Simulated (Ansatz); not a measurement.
# Os (model structure, started from the beta-Sn type, I4₁/amd, No. 141, 2 atoms in the cell): properties by level of theory

```json
[
 {"level (code)": "PBE (Ansatz)", "lattice parameter a (Å)": "4.859", "lattice parameter c (Å)": "2.739"},
 {"level (code)": "PBEsol (Ansatz)", "lattice parameter a (Å)": "4.831", "lattice parameter c (Å)": "2.683"},
 {"level (code)": "PBE-D3(BJ) (Ansatz)", "lattice parameter a (Å)": "4.842", "lattice parameter c (Å)": "2.702"},
 {"level (code)": "r²SCAN (Ansatz)", "lattice parameter a (Å)": "4.797", "lattice parameter c (Å)": "2.771"}
]
```

Ansatz's density-functional and Hartree–Fock values are scalar-relativistic unless marked +SOC, with PAW data made under PBE.

Computed values are for the static lattice.

A model structure was made by putting elements into a prototype or built by hand; it is no filed structure, need not be a known phase, and can be a saddle point held by its symmetry.

Ansatz is a program for electronic structure.
